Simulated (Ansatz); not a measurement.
Reaction (atomization): `[CH3][AlH][Cl]` → Al• + C• + Cl• + 4 H•

Computed with Ansatz on PBE0-D4/def2-TZVP structures; ΔE is electronic, products minus reactants. CCSD(T)/CBS adds triple-zeta CCSD(T) − MP2 to the extrapolated MP2 energy (def2 sets, frozen cores). This one scheme is used for every species, atoms too. Open shells (•) are unrestricted, without spin–orbit coupling. Spin–orbit coupling would lower the free atoms: a little for Al, C, Cl.

```json
{"species": "`[CH3][AlH][Cl]`", "MP2/def2-SVP energy (Eh)": "-741.78247"}
{"species": "Al•", "MP2/def2-SVP energy (Eh)": "-241.81838"}
{"species": "C•", "MP2/def2-SVP energy (Eh)": "-37.69532"}
{"species": "Cl•", "MP2/def2-SVP energy (Eh)": "-459.42824"}
{"species": "H•", "MP2/def2-SVP energy (Eh)": "-0.49928"}
```

(1) Work out ΔE.

Largest T1 diagnostic among the species: 0.018.

## Answers

(1) ΔE = 4 × (-0.49928) + (-241.81838) + (-37.69532) + (-459.42824) − (-741.78247) = 0.84341 Eh = +2214.4 kJ/mol. CCSD(T)/CBS gives +2321.9 kJ/mol.

Leaving LDA and LC-ωPBE aside and taking each functional with its dispersion term where it has one, the values, not all of them listed here, spread over 75.4 kJ/mol, from BHLYP-D4 to B97M-V. LDA lies +256.1 kJ/mol from PBE without D4, its usual overbinding. At CCSD(T), def2-SVP lies −120.3 kJ/mol from the extrapolated value and def2-TZVPP −56.1 kJ/mol: correlation converges slowly with the basis, and small sets miss more of it in the bonded molecule than in its fragments. From PBE to PBE0 (25 % exact exchange), in def2-TZVPP and without D4, ΔE moves by −10.6 kJ/mol: exact exchange takes away binding that semilocal exchange gives to molecules.

For atomizations the MP2-based limit and the directly extrapolated one differ by several kJ/mol either way, and by 10 to 25 for some Ge, Se and Sn compounds, so smaller differences from it don't rank the levels.
